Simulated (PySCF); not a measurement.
# Working out the electron affinity of Cl

Cl⁻ [Ar] (1S) → Cl [Ne] 3s2 3p5 (2P). All numbers are calculated (PySCF 2.14, the non-relativistic Hamiltonian (point nucleus), in def2-TZVPPD (6s6p4d1f, 51 functions)). Frozen: 1s2. Energies in hartree (1 hartree = 27.21139 eV):

| part | Cl⁻ (lower) | Cl (upper) |
| --- | --- | --- |
| UHF | -459.564711 | -459.477169 |
| MP2 opposite-spin | -0.262823 | -0.232903 |
| MP2 same-spin | -0.101984 | -0.087353 |

Task: What does Hartree-Fock give?

Result: (-459.477169) − (-459.564711) = 0.087542 hartree = 2.382 eV.

Task: What do MP2 and SCS-MP2 (6/5 opposite-spin, 1/3 same-spin) give?

Result: The opposite-spin parts differ by 0.814 eV and the same-spin parts by 0.398 eV. MP2: 2.382 + (0.814) + (0.398) = 3.594 eV. SCS-MP2: 2.382 + 1.2 × (0.814) + (0.398)/3 = 3.491 eV.

A first-order spin-orbit estimate adds -0.036 eV to MP2 (valence and next inner shell), giving 3.558 eV against 3.613 eV (measured; photodetachment measurements, as compiled on the Wikipedia data page of electron affinities).

What remains against the reference includes basis incompleteness, the frozen core and correlation beyond second order.
